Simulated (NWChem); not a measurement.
**Extrapolating the UMP2 correlation energy of disulfur (S2)**

```xyz
2

S      0.0000     0.0000     0.9520
S      0.0000     0.0000    -0.9520
```
Charge 0, spin multiplicity 3.

Program: NWChem. Structure: optimised with UPBE0/def2-SVP, a minimum by its harmonic frequencies.

The correlated methods keep 10 core orbitals frozen. The unpaired electrons of the parent sit in orbitals of symmetry b2g and b3g (D2h labels of the run); other states weren't searched. No SCF solution was tested for a lower state. Open-shell Hartree-Fock references start from PBE0 orbitals.

Worked example. The UMP2 correlation energy is -312.85 mHa in cc-pVTZ and -340.12 mHa in cc-pVQZ. The form E(X) = E∞ + A/X³ turns the pair into an estimate of the basis-set limit.

E∞ = (4³·(-340.12) − 3³·(-312.85))/(4³ − 3³) = -360.0 mHa. The larger basis holds 94 % of that. This is a two-point estimate.
